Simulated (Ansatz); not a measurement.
1T (CdI2-type) ZrSe₂

Level of theory: PBE-D3(BJ) (Ansatz, a first-principles code, PAW).

Numerical settings: plane-wave cutoff 500 eV, 12×12×6 k mesh (along the axes of the cell as run), Fermi–Dirac smearing 0.05 eV, scalar-relativistic PAW data made under PBE.

Cell (relaxed at this level):

ZrSe2 is modelled in the trigonal space group P-3m1 (No. 164), the CdI2 type structure, Pearson symbol hP3. Lattice parameters: a = 3.7351 Å, b = 3.7351 Å, c = 6.0306 Å, α = 90.00°, β = 90.00°, γ = 120.00°. Zr on 1a sees 6 Se at 2.685 Å (octahedral). Se on 2d has 3 Zr at 2.685 Å (trigonal pyramidal). (Neighbours: up to the widest gap in distance over summed covalent radii, below 1.35, at either atom; cation-cation and far metal-metal contacts left out.)

For 1T (CdI2-type) ZrSe₂, the equilibrium volume per atom is 24.29 Å³/atom and the equilibrium lattice constant a is 3.735 Å. The c axis length is 6.031 Å.

Measured, for comparison: lattice constant a 3.77 Å (temperature not stated, no zero-point or thermal correction; as tabulated in Björkman (2014), arXiv:1406.2436); lattice parameter c 6.122 Å (temperature not stated, zero-point anharmonic expansion removed (computed with revB86b-DF2); no thermal correction; as tabulated in Björkman (2014), arXiv:1406.2436). Computed (rounded) less measured: lattice constant a -0.9 %, lattice parameter c -1.5 %. A static lattice is as a rule a little smaller and stiffer than an uncorrected measurement, which narrows the difference in the lattice constant a and would widen misses of the other sign.

Static lattice: no zero-point or thermal effects.
